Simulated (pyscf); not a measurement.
Single points on ωB97X-D3(BJ)/def2-SVP structures (PySCF, gas phase).

What is the homolytic dissociation enthalpy (298 K, ωB97M-D3(BJ)/def2-TZVP) of the H–W bond of F–WH(F)(F)=S (SMILES [F][WH]([F])([F])=[S]), to [F–W(F)(F)=S]• + H•?

H–W to [F–W(F)(F)=S]• + H•: 2.76 eV. The 7 functionals that were run give +2.62 (M06-2X) to +2.86 eV (r²SCAN). The radicals are drawn with the spin at the cut bond; how far it spreads was not checked. Other isomers of [F–W(F)(F)=S]• were not searched in full and may lie lower. Open-shell species with a d-block atom are single-reference here; other states, and whether the spin sits on metal or ligand, were not checked. Elements past Kr carry the def2 core potentials, without spin-orbit coupling.
